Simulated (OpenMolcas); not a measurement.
**BCl (SMILES [B]Cl): methods side by side**

BCl: 2 atoms, total charge 0, spin state singlet. SMILES: `[B]Cl`. The shape is that of a PBE0-D4/def2-TZVP optimisation.

```xyz
2

B     0.0000    0.0000   -0.0697
Cl    0.0000    0.0000    1.6482
```

Each level gives the energy change with the B1–Cl2 bond stretched from 1.718 to 2.762 Å (eV). The values are calculated.

```json
{"level": "HF/STO-3G (restricted)", "kind": "Hartree–Fock", "program": "OpenMolcas", "value (eV)": "3.82", "less FCI/STO-3G": "+0.56"}
{"level": "r2SCAN/STO-3G (restricted)", "kind": "meta-GGA", "program": "OpenMolcas", "value (eV)": "3.19", "less FCI/STO-3G": "-0.07"}
{"level": "M06-2X/STO-3G (restricted)", "kind": "hybrid meta-GGA", "program": "OpenMolcas", "value (eV)": "3.49", "less FCI/STO-3G": "+0.23"}
{"level": "B2PLYP/STO-3G (restricted)", "kind": "double hybrid", "program": "OpenMolcas", "value (eV)": "3.33", "less FCI/STO-3G": "+0.07"}
{"level": "MP2/STO-3G (restricted)", "kind": "perturbation theory", "program": "OpenMolcas", "value (eV)": "3.61", "less FCI/STO-3G": "+0.35"}
{"level": "CASPT2(2,2)/STO-3G", "kind": "multireference", "program": "OpenMolcas", "value (eV)": "3.59", "less FCI/STO-3G": "+0.33"}
{"level": "SC-NEVPT2(2,2)/STO-3G", "kind": "multireference", "program": "OpenMolcas", "value (eV)": "3.63", "less FCI/STO-3G": "+0.37"}
{"level": "CISD/STO-3G (restricted)", "kind": "coupled cluster or CI", "program": "OpenMolcas", "value (eV)": "3.36", "less FCI/STO-3G": "+0.10"}
{"level": "FCI/STO-3G", "kind": "exact in the basis", "program": "OpenMolcas", "value (eV)": "3.26", "less FCI/STO-3G": "0.00"}
```

FCI/STO-3G is exact within its basis and frozen core, so for wave-function methods in that basis the difference is their error; functionals converge differently with the basis, so for them it is only a difference. Spin-restricted single references rise too steeply as a bond breaks, Hartree–Fock most of all. The first shape isn't each level's own minimum. The values span 3.19 to 3.82 eV. All rows use very small basis sets, so even the best lies far from the true value.
